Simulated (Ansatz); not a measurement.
Equilibrium volume per atom of some elemental solids other than molecular ones

Method: PBE in Ansatz (plane waves, PAW). References are measured values corrected to a static lattice.

Values in Å³/atom.

| solid | reference | PBE | error (%) |
|---|---|---|---|
| hcp Zr | 23.18¶ | 23.39 | +0.9 |
| hcp Tl | 27.99¶ | 31.43 | +12.3 |
| body-centred tetragonal In | 25.70¶ | 27.47 | +6.9 |
| hcp Ru | 13.45¶ | 13.77 | +2.4 |
| hcp Zn | 14.86¶ | 15.24 | +2.6 |
| hcp Os | 13.85¶ | 14.28 | +3.1 |
| hcp Hf | 22.30¶ | 22.53 | +1.0 |
| hcp Re | 14.62¶ | 14.95 | +2.3 |
| hcp Cd | 21.01¶ | 22.89 | +8.9 |
| hcp Mg | 22.65¶ | 22.95 | +1.3 |
| hcp Ti | 17.50¶ | 17.39 | -0.6 |
| hcp Sc | 24.77¶ | 24.65 | -0.5 |
| hcp Y | 32.95¶ | 32.88 | -0.2 |
| hcp Co | 10.96¶ | 10.86 | -0.9 |

Over these 14 solids the mean error is +2.8 %, the mean absolute error 3.1 % (median 1.8 %), and the worst case hcp Tl at +12.3 %; the value is too high in 10 of 14 cases.

All these references are brought to a static lattice.

Spin–orbit coupling is left out, also for the solids with elements from indium on (hcp Tl, body-centred tetragonal In, hcp Os, hcp Hf, hcp Re); its size isn't shown.

¶ marks references of a special kind: hcp Zr, 23.18 Å³/atom (measured, copied from a table, unchecked, extrapolated to 0 K and zero-point effects removed; as tabulated in Lejaeghere et al. (2013), arXiv:1204.2733); hcp Tl, 27.99 Å³/atom (measured, copied from a table, unchecked, extrapolated to 0 K and zero-point effects removed; as tabulated in Lejaeghere et al. (2013), arXiv:1204.2733); body-centred tetragonal In, 25.70 Å³/atom (measured, copied from a table, unchecked, extrapolated to 0 K and zero-point effects removed; as tabulated in Lejaeghere et al. (2013), arXiv:1204.2733); hcp Ru, 13.45 Å³/atom (measured, copied from a table, unchecked, extrapolated to 0 K and zero-point effects removed; as tabulated in Lejaeghere et al. (2013), arXiv:1204.2733); hcp Zn, 14.86 Å³/atom (measured, copied from a table, unchecked, extrapolated to 0 K and zero-point effects removed; as tabulated in Lejaeghere et al. (2013), arXiv:1204.2733); hcp Os, 13.85 Å³/atom (measured, copied from a table, unchecked, extrapolated to 0 K and zero-point effects removed; as tabulated in Lejaeghere et al. (2013), arXiv:1204.2733); hcp Hf, 22.30 Å³/atom (measured, copied from a table, unchecked, extrapolated to 0 K and zero-point effects removed; as tabulated in Lejaeghere et al. (2013), arXiv:1204.2733); hcp Re, 14.62 Å³/atom (measured, copied from a table, unchecked, extrapolated to 0 K and zero-point effects removed; as tabulated in Lejaeghere et al. (2013), arXiv:1204.2733); hcp Cd, 21.01 Å³/atom (measured, copied from a table, unchecked, extrapolated to 0 K and zero-point effects removed; as tabulated in Lejaeghere et al. (2013), arXiv:1204.2733); hcp Mg, 22.65 Å³/atom (measured, copied from a table, unchecked, extrapolated to 0 K and zero-point effects removed; as tabulated in Lejaeghere et al. (2013), arXiv:1204.2733); and 4 more.

Differences are worked out from the printed values.

Caveats: the cell is over a tenth larger than the published one: the level's own overestimate first of all, though another phase or state, or a fault of the published cell, is possible (hcp Tl). Ansatz's density-functional and Hartree–Fock values are scalar-relativistic unless marked +SOC, with PAW data made under PBE.

Ansatz's runs of these crystals have no spin polarisation, but for hcp Co.

Density-functional runs with spin start from parallel moments for hcp Co.

Not in this set, of the elemental solids other than molecular ones with a reference value in our tables and a result at some level: 2 for a published cell of unstated conditions; 2 for a reference at room or unstated temperature; 2 for a cell known from the COD alone. These can be a level's best or worst cases. Solids without a released value at any level aren't counted. Cubic solids are told by their lattice constant and aren't counted here. Layered and molecular crystals are counted apart. The metals Ce to Yb are counted apart.

References as tabulated in Lejaeghere et al. (2013), arXiv:1204.2733.

Ansatz is a program for electronic structure.
